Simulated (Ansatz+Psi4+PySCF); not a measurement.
doublet CH3O: levels of theory in one basis

```xyz
5

C     0.6875    0.0296   -0.0820
O    -0.6721   -0.1257    0.0304
H    -1.0918    0.7403   -0.0952
H     1.1228    0.9753    0.2260
H     1.2211   -0.8881    0.1180
```

Basis set: cc-pVTZ (spherical functions). Frozen core: 2 orbitals. Correlation on ROHF uses semicanonical orbitals with singles. Charge 0, multiplicity 2.

Computed with Ansatz (development build ahead of 0.2.0) and Psi4 1.11; each method stands on the lowest determinant of its kind that the runs found.

```tsv
method	E − E(ROHF) (eV)	<S²> of the determinant
ROHF	0.00	0.75
UHF	-0.12	0.76
ROHF-MP2	-10.83	–
UHF-MP2	-10.82	0.76
ROHF-CCSD	-11.32	–
UHF-CCSD	-11.32	0.76
```

What does ROHF-CCSD(T) give on the same scale?

-11.71 eV.
